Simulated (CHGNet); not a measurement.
**Rock-salt ZrC**

Level of theory: the machine-learned potential CHGNet-r²SCAN (trained on r²SCAN data).

Cell (relaxed at this level):

```xyz
2
Lattice="0.0000 2.3561 2.3561 2.3561 0.0000 2.3561 2.3561 2.3561 0.0000" Properties=species:S:1:pos:R:3 pbc="T T T"
Zr     0.0000     0.0000     0.0000
C      2.3561     2.3561     2.3561
```

```
Property                    Result
-------------------  -------------
lattice parameter a        4.712 Å
volume per atom      13.08 Å³/atom
```

Measured, for comparison: lattice constant a 4.696 Å, equilibrium volume per atom 12.95 Å³/atom (temperature not stated, no zero-point or thermal correction; as tabulated in Zhang et al. (2018), doi:10.1088/1367-2630/aac7f0). Computed (rounded) less measured: lattice constant a +0.3 %, equilibrium volume per atom +1.0 %.

A machine-learned potential is trained on density-functional data: it inherits that level's misses and adds fitting errors of its own.

Note: the model gives imaginary modes for this phase (in the spectrum interpolated from a supercell).
